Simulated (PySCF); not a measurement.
Gas-phase reaction: 2 (CH₃)₂SiH₂ ⇌ SiH₄ + 2 CH₃ + vinylsilane

Method: PySCF energies (xtb for GFN2) plus ideal-gas RRHO corrections (1 bar). † marks an energy on the PBE0/def2-TZVP geometry and frequencies; other levels use their own. MP2 and CCSD(T) freeze the core. 6-31G* has spherical d functions here. Open shells (unrestricted): CH₃ (multiplicity 2); the rest are closed-shell singlets. GFN2 has no spin-polarisation term. MP2 isn't extrapolated to the basis-set limit. CCSD(T) isn't extrapolated to the basis-set limit.

```tsv
level	ΔH°(298 K), kJ
CCSD(T)/def2-SVP†	550
GFN2-xTB	[?]
HF/6-31G*	429
MP2/def2-SVP†	[?]
MP2/def2-TZVPP†	[?]
PBE/def2-SVP	[?]
PBE0/def2-SVP†	602
PBE0/def2-TZVP	594
```

Some entries are withheld; supply them.


- GFN2-xTB, ΔH°(298 K), kJ: 578
- MP2/def2-SVP†, ΔH°(298 K), kJ: 584
- MP2/def2-TZVPP†, ΔH°(298 K), kJ: 610
- PBE/def2-SVP, ΔH°(298 K), kJ: 597
